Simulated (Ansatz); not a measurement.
# CH₃S−: energies up the ladder

Aim: energies up the ladder, for CH₃S−, with the cost of each level. Charge -1.

Method: the levels named in each step, in Ansatz 0.2.0.

### 1 The starting structure

Bond lengths: C1–S2 1.792 Å, C1–H3 1.087 Å, C1–H4 1.087 Å, C1–H5 1.087 Å. Angles: S2–C1–H3 108.9°, S2–C1–H4 108.9°, S2–C1–H5 108.9°, H3–C1–H4 110.0°, H3–C1–H5 110.0°, H4–C1–H5 110.0°.

Structure file:

```xyz
5

C    -1.1947   -0.0729   -0.0371
S     0.5933    0.0362    0.0184
H    -1.4827   -0.7191   -0.8626
H    -1.5516   -0.4875    0.9024
H    -1.6040    0.9235   -0.1838
```

### 2 A rough first relaxation, PBE-D4/def2-SVPD

input.yaml reads:

```yaml
crystal:
  periodic: [false, false, false]
  atoms:
    - { symbol: C, position_ang: [-1.19475, -0.07286, -0.03711] }
    - { symbol: S, position_ang: [0.59333, 0.03618, 0.0184] }
    - { symbol: H, position_ang: [-1.4827, -0.71906, -0.8626] }
    - { symbol: H, position_ang: [-1.55162, -0.48752, 0.9024] }
    - { symbol: H, position_ang: [-1.60401, 0.92352, -0.18378] }
total_charge: -1
basis:
  gaussian: { orbitals: def2-SVPD }
hamiltonian:
  xc: pbe
  dispersion: d4
relax:
  f_tol: 0.03
  max_steps: 200
```

Launch:

```bash
$ ansatz run input.yaml --threads 4 --pin off --max-ram 10240MiB --backend cpu --events-out ev --progress --plain --runs-dir out
```

After this run come: Relaxation, PBE0-D4/def2-TZVPPD; Frequencies, PBE0-D4/def2-TZVPPD; Single point, PBE-D4/def2-TZVPPD; Single point, r2SCAN-D4/def2-TZVPPD; Single point, B3LYP-D4/def2-TZVPPD; Single point, wB97M-V/def2-TZVPPD; Single point, B2PLYP/def2-TZVPPD; Single point, LDA/def2-TZVPPD; Single point, PBE0-D4/def2-SVPD; Single point, PBE-D4/def2-SVPD; Single point, CCSD(T)/def2-TZVPPD; Single point, CCSD(T)/def2-QZVPPD.

Before running it: what results should come out? Wanted: C1–S2 at PBE0-D4/def2-TZVPPD; frequencies at PBE0-D4/def2-TZVPPD; energy at CCSD(T)/CBS.

**Answer**, as computed:

| quantity | value |
| --- | --- |
| C1–S2 at PBE0-D4/def2-TZVPPD | 1.820 Å |
| frequencies at PBE0-D4/def2-TZVPPD | 724 to 3010 cm⁻¹ |
| energy at CCSD(T)/CBS | -11908.927 eV |

**Reading.** No mode is imaginary, so the geometry is a minimum. These totals serve in differences with atoms or fragments at the same level; alone they don't rank the methods.
